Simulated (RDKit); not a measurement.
RDKit input (UFF):

```python
from rdkit import Chem
from rdkit.Chem import AllChem, rdDetermineBonds

mol = Chem.MolFromXYZFile('mol.xyz')
rdDetermineBonds.DetermineBonds(mol, charge=0)
print('SMILES', Chem.MolToSmiles(Chem.RemoveHs(mol)))
ff = AllChem.UFFGetMoleculeForceField(mol)
e0 = ff.CalcEnergy()
flag = ff.Minimize(maxIts=5000, forceTol=1e-5)
print(f'energy {e0:.4f} -> {ff.CalcEnergy():.4f} kcal/mol, converged: {flag == 0}')
print(Chem.MolToXYZBlock(mol))
```
mol.xyz:
```
4

P      0.00293147     0.00160888     0.12817703
H     -0.00384980     1.18388197    -0.65609339
H      1.01199153    -0.61366513    -0.65676338
H     -1.05211382    -0.59435001    -0.60979871
```

**Question.** Which steric energies does it print, before and after the minimisation?

**Answer.** 0.77 and 0.00 kcal/mol. They count from the force field's own zero for this bonding and are no heats of formation.
